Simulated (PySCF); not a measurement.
Multinuclear NMR of Chlorine Oxoborane

Geometry:
```tsv
atom	x (Å)	y (Å)	z (Å)
O1	-1.271	0.214	-0.144
B2	-0.085	0.012	-0.153
Cl3	1.572	-0.272	-0.166
```

One computed conformer, in vacuum, no relativistic terms. PBE0-D3(BJ)/def2-TZVP geometry; GIAO B97-2/pcSseg-2 shieldings; PySCF 2.14.0 with density-fitted response routines.

(1) What are the ¹¹B shifts?

(2) Where does ¹⁷O resonate?

Answers

(1) 
```
atoms            environment  σ (ppm)  δ (ppm)
   B2  boron bonded to Cl, O     86.1     14.0
```

Shieldings were converted by a linear fit to measured shifts: ¹¹B: δ = 98.64 − 0.983σ (rms 2.4 ppm, 15 shifts, 9.8 ppm with the 3 outliers that the fit left out vs BF3·OEt2, solution or neat liquid). Occasional misses reach two or three times the rms, and more in compound classes unlike the fitted ones.

On a 500 MHz spectrometer ¹¹B resonates near 160.4 MHz, so 1 ppm is 160.4 Hz.

(2) 
| atoms | environment | σ (ppm) | δ (ppm) |
| --- | --- | --- | --- |
| O1 | oxygen bonded to B | 100.9 | 178.5 |

Shieldings were converted by a linear fit to measured shifts: ¹⁷O (scatter 12.2 ppm rms vs liquid water, solution or neat liquid). Occasional misses reach two or three times the rms, and more in compound classes unlike the fitted ones.

On a 600 MHz spectrometer ¹⁷O resonates near 81.3 MHz, so 1 ppm is 81.3 Hz.
